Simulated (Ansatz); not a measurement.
# Which is lower?

Two isomers of SiNH4 (charge -1), closed shell, relaxed at PBE0-D4/def2-TZVPD (vibrations not checked).

A:

N1  (-0.263, -0.878, 0.252)
Si2  (0.198, 0.872, 0.534)
H3  (-0.301, -1.186, -0.712)
H4  (0.350, -1.510, 0.749)
H5  (1.070, 1.179, -0.724)
H6  (-1.054, 1.521, -0.100)
(Å)

B:

| atom | x (Å) | y (Å) | z (Å) |
| --- | --- | --- | --- |
| N1 | 0.5828 | -0.8614 | 0.9205 |
| Si2 | -0.1508 | 0.2545 | -0.0605 |
| H3 | 0.9867 | -1.6585 | 0.4367 |
| H4 | -1.3616 | -0.1383 | -0.9258 |
| H5 | 0.6582 | 1.0094 | -1.1306 |
| H6 | -0.7153 | 1.3943 | 0.7597 |

Ansatz 0.2.0; basis: def2-TZVPPD; cores frozen in the correlated methods. B3LYP uses VWN-RPA correlation.

Which structure is lower at CCSD(T), and by how much? (An estimate is asked for; the value comes from the calculation.)

Computed: B, by 12.2 kJ/mol (electronic energy, against the other). By their contacts, A is SiNH₄ ([NH2][SiH2]), total charge -1 and B is SiNH₄ ([NH][SiH3]), total charge -1.

All methods give the same order:

```json
{"method": "PBE-D4", "E(B) − E(A) (kJ/mol)": "-8.4"}
{"method": "r2SCAN-D4", "E(B) − E(A) (kJ/mol)": "-17.3"}
{"method": "PBE0-D4", "E(B) − E(A) (kJ/mol)": "-5.7"}
{"method": "B3LYP-D4", "E(B) − E(A) (kJ/mol)": "-12.9"}
{"method": "wB97M-V", "E(B) − E(A) (kJ/mol)": "-8.1"}
{"method": "HF", "E(B) − E(A) (kJ/mol)": "-8.6"}
{"method": "MP2", "E(B) − E(A) (kJ/mol)": "-25.4"}
{"method": "CCSD", "E(B) − E(A) (kJ/mol)": "-9.6"}
{"method": "CCSD(T)", "E(B) − E(A) (kJ/mol)": "-12.2"}
```

The T1 diagnostic stays at or below 0.015.

Labels in which every atom is bracketed show which atoms are joined, not bond orders.
